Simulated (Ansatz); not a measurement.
A run of Ansatz (development build ahead of 0.2.0) on singlet C₂H(-) at this shape:

```yaml
atoms:
  - { symbol: H, position_ang: [0.0045, 0.0233, -1.6188] }
  - { symbol: C, position_ang: [-0.0146, 0.0460, -0.5069] }
  - { symbol: C, position_ang: [-0.0062, 0.0449, 0.7776] }
```

Its results:

- Converged: yes
- Reference energy: -76.22408 hartree
- Correlation energy: -0.31396 hartree
- Total energy: -76.53804 hartree
- Spin squared of the determinant: 0.000

Task: Which input gives this output? Name the method, the orbitals and the basis set, and write the input.

Result: RHF-MP2 in def2-TZVP. An unrestricted run that stays on the closed shell gives the same numbers.

```yaml
crystal:
  periodic: [false, false, false]
  atoms:
    - { symbol: H, position_ang: [0.00448, 0.02327, -1.61885] }
    - { symbol: C, position_ang: [-0.01463, 0.04602, -0.50688] }
    - { symbol: C, position_ang: [-0.00623, 0.04486, 0.77758] }
basis:
  gaussian: { orbitals: def2-TZVP }
total_charge: -1
hamiltonian:
  xc: hf
correlation:
  method: mp2
  frozen_orbitals: { C: 1, H: 0 }
```

Caution: no diffuse functions for an anion.
